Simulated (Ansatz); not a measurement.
## Ansatz (development build ahead of 0.2.0) run

```yaml
crystal:
  periodic: [false, false, false]
  atoms:
    - { symbol: "N", position_ang: [0.0, 0.549, 0.0] }
    - { symbol: "N", position_ang: [0.0, -0.549, 0.0] }
    - { symbol: "N", position_ang: [0.0, 0.0, 8.0] }
    - { symbol: H, position_ang: [0.938, 0.381, 8.0] }
    - { symbol: H, position_ang: [-0.469, 0.381, 8.812] }
    - { symbol: H, position_ang: [-0.469, 0.381, 7.188] }
basis:
  gaussian: { orbitals: cc-pVDZ }
total_charge: 1
magnetization:
  initial_magnetization: 1
hamiltonian:
  xc: hf
correlation:
  method: ccsd_t
  frozen_orbitals: { H: 0, "N": 1 }
scf:
  omitted_lower_state_checks: [stability, starts, atomic_configurations, cluster_reference, orbital_swaps, given_window_search, neighbouring_geometries, increment]
```

The input is written out in the form of the current development build from the run's settings. Correlation on restricted open-shell orbitals is semicanonical, with singles.

Results

* Converged: yes
* Reference energy: -164.80813 hartree
* CCSD correlation energy: -0.47535 hartree
* Triples correction: -0.01443 hartree
* Total energy: -165.29791 hartree
* Spin squared of the determinant: 0.750
